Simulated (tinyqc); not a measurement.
The basis set: RHF and MP2 along a ladder of basis sets, for HF, spin multiplicity 1. Computed by the program tinyqc with PySCF. Same geometry throughout; the dipole is taken about the origin.

Geometry (angstrom):
```
atom,x,y,z
F,0.0000,0.0000,0.0000
H,0.0000,0.0000,0.9050
```

RHF and frozen-core MP2 in a ladder of bases:
```
basis,functions,E(RHF) (hartree),E(MP2 corr) (hartree),HOMO (eV),LUMO (eV),dipole (debye)
sto-3g,6,-98.569202,-0.016794,-12.6418,17.4607,1.3002
6-31g,11,-99.983137,-0.127031,-17.1999,5.7996,2.2791
6-31g**,19,-100.010212,-0.181774,-17.0939,6.1047,1.9564
cc-pvdz,19,-100.019691,-0.201105,-17.1459,5.0709,1.9255
aug-cc-pvdz,32,-100.033787,-0.221573,-17.7417,0.9839,1.9079
cc-pvtz,44,-100.058399,-0.271191,-17.5373,3.9424,1.9181
```

Estimate the missing row, basis = 3-21g.

Computed row:
```
basis  functions  E(RHF) (hartree)  E(MP2 corr) (hartree)  HOMO (eV)  LUMO (eV)  dipole (debye)
3-21g         11        -99.459009              -0.120011   -16.3229     7.4524          2.1438
```

From cc-pVDZ to cc-pVTZ the RHF energy falls by 38.7 mhartree and the correlation energy by 70.1. If valence correlation converges as X^-3, (27 E(T) - 8 E(D))/19 gives -0.3007 hartree, a rough estimate from such small X that usually falls short; STO-3G holds about 6 % of it. Beyond STO-3G the LUMO moves by 6.5 eV and the HOMO by 1.4 eV; diffuse functions lower the positive LUMO sharply, since an unbound virtual level tracks the most diffuse function.
